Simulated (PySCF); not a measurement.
Species: thiazole, C3H3NS.
Numbering: `[cH:1]1[cH:2][s:3][cH:4][n:5]1`

Structure used (GFN2-xTB), in Å, numbered top down from 1:
```xyz
8
C3H3NS angstrom
C      0.5576    0.8187    0.3707
C      1.0092   -0.4257    0.6775
S     -0.2716   -1.5671    0.5695
C     -1.3187   -0.2569    0.1153
N     -0.7566    0.8914    0.0570
H      1.1477    1.7167    0.3597
H      1.9960   -0.7352    0.9547
H     -2.3546   -0.4324   -0.0941
```

Probes without a nucleus sit at each ring's centroid and 1 Å off its mean plane on both sides; NICS is minus the shielding there, NICSzz its component along the normal. Level: GIAO PBE0/pcSseg-1 (PySCF, non-relativistic, gas phase) on the GFN2-xTB geometry, one conformer.

Ring bond lengths (Å), with Mayer bond orders in brackets: C1–C2 1.359 (1.56), C2–S3 1.719 (1.19), S3–C4 1.738 (1.14), C4–N5 1.280 (1.68), N5–C1 1.353 (1.29).

Problem. What do the NICS probes read (ppm)?

Solution. 
```tsv
ring	type	NICS(0)	NICS(1), two faces	NICS(1)zz, two faces	rms pucker (Å)	centre to ring atoms, mean (Å)
C1–C2–S3–C4–N5	5-membered ring with N and S; formal bonds all aromatic	-13.4	-12.5 / -12.5	-30.8 / -30.8	0.00	1.26
```

Problem. What do they say, and how far can they be read as aromaticity?

Solution. 
- C1–C2–S3–C4–N5: mean NICS(1)zz -30.8 ppm, shielded. For a flat ring without four-coordinate atoms the NICS criterion counts such a value as aromatic.

Problem. How equal are the bonds by HOMA? HOMA = 1 − mean of α(R − Ropt)² over the ring bonds, with Krygowski's 1993 parameters (CC: Ropt 1.388 Å, α 257.7 Å⁻²; CN: Ropt 1.334 Å, α 93.52 Å⁻²; CS: Ropt 1.677 Å, α 94.09 Å⁻²).

Solution. 
- C1–C2–S3–C4–N5: HOMA 0.79; the largest term is that of S3–C4, α(R − Ropt)² = 0.35. The geometric and the magnetic index point the same way.

Problem. What field does 14.1 T along the ring normal induce along that normal at the first NICS(1) probe listed for ring C1–C2–S3–C4–N5, 1 Å off the ring?

Solution. NICSzz × B0 = -30.8 ppm × 14.1 T = -434 μT, against the applied field.
